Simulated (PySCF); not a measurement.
Ligands exchanged one at a time, B Cl-I. All species are isolated molecules in the gas phase. Strings in code marks are SMILES.

The four lowest singlet excitations (Tamm–Dancoff). All values below come from PySCF with TPSSh-D3(BJ)/def2-TZVP // CAM-B3LYP-D3(BJ)/def2-TZVP. Excitations are Tamm–Dancoff values on a coarser integration grid. The basis has no diffuse functions, so Rydberg states are missing or too high.

```csv
state,energy (eV),wavelength (nm),oscillator strength
S1,3.42,363,0.000
S2,4.08,304,0.000
S3,4.08,304,0.000
S4,4.58,271,0.141
```

Question: Which member gives these states?
A) `ClB(Cl)I`
B) `IB(I)I`
C) `ClB(I)I`
D) `ClB(Cl)Cl`

Answer: B, `IB(I)I`
